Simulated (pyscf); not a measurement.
Addition across a multiple bond or ene-type step: O=Nb(OH)(OH)–OH + H₂ → HO–NbH(OH)(OH)–OH

Gas phase, singlet surface, charge 0. Bonds broken: H9–H10. Bonds formed: O1–H9, Nb2–H10. Single points on ωB97X-D3(BJ)/def2-SVP structures (PySCF, gas phase).

Transition state (Å):

```xyz
10

O     -0.0973    -0.3701     1.4832
Nb    -0.8975     0.0232    -0.0815
O      0.2178    -0.2170    -1.5948
O     -2.0711     1.5072     0.0152
O     -2.1633    -1.2910    -0.4877
H      1.0787     0.1848    -1.7509
H     -1.8612     2.3983     0.3131
H     -2.8295    -1.7131    -1.0352
H      0.4484     0.6418     1.1694
H      0.4692     1.4177     0.3608
```

One imaginary mode, 1460i cm⁻¹; descent along it reached the two sides named.

| bond | change | reactant side (Å) | saddle | product side |
|---|---|---|---|---|
| H9–H10 | breaks | 0.761 | 1.121 | 2.448 |
| O1–H9 | forms | 2.6 | 1.192 | 0.961 |
| Nb2–H10 | forms | 3.7 | 2.002 | 1.755 |

Electronic energies relative to the separated reactants (kJ/mol):

```
level                   barrier  reaction energy  reverse barrier
----------------------  -------  ---------------  ---------------
ωB97X-D3(BJ)/def2-TZVP    152.3            +58.1             94.2
PBE/def2-TZVP             134.1            +65.2             68.9
r²SCAN/def2-TZVP          135.7            +57.8             77.9
B3LYP-D3(BJ)/def2-TZVP    151.0            +60.0             91.0
PBE0-D3(BJ)/def2-TZVP     136.6            +52.0             84.6
M06-2X/def2-TZVP          157.9            +57.1            100.8
ωB97M-D3(BJ)/def2-TZVP    152.4            +56.5             95.8
HF/def2-TZVP              195.5            +51.4            144.0
```

With ωB97M-D3(BJ)/def2-TZVP energies and thermal terms (ideal gas, 1 atm, RRHO with modes under 100 cm⁻¹ raised to 100, one conformer, R ln 2 for chiral ones without a mode under 150 cm⁻¹), in kJ/mol:

```tsv
T (K)	ΔH‡	ΔG‡	ΔH	ΔG
298	155.6	188.9	+72.4	+105.6
600	151.4	224.5	+70.9	+140.1
900	150.4	261.4	+72.0	+174.4
1200	151.1	298.3	+74.3	+208.3
```

At the saddle there is also a short H–Nb contact that neither side keeps. This is the saddle that the search found; another between the same sides may lie lower. Elements past Kr carry the def2 core potentials, without spin-orbit coupling.
